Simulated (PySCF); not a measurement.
System: diamond-structure Ge. Method: LNO-CCSD(T) in PySCF (GTH pseudopotentials, Gaussian basis).

The same calculation (at the measured cell, 22.641 Å³/atom) with different numerical settings; throughout: k mesh 2×2×2:

| run | basis | LNO threshold | total energy (eV/atom) | rough time |
|---|---|---|---|---|
| 1 | DZ | 3e-05 | -104.0919 | 2 core-min |
| 2 | DZ | 1e-05 | -104.0806 | 9 core-min |
| 3 | DZ | 3e-06 | -104.0768 | 30 core-min |
| 4 | TZ | 3e-05 | -104.9227 | 6 core-min |
| 5 | TZ | 1e-05 | -104.9086 | 30 core-min |
| 6 | TZ | 3e-06 | -104.9035 | 2 core-h |

In the column total energy (eV/atom) the first row differs from the last by +0.8116 and the next to last by -0.0051.

The last row is no converged limit: other settings stay fixed.
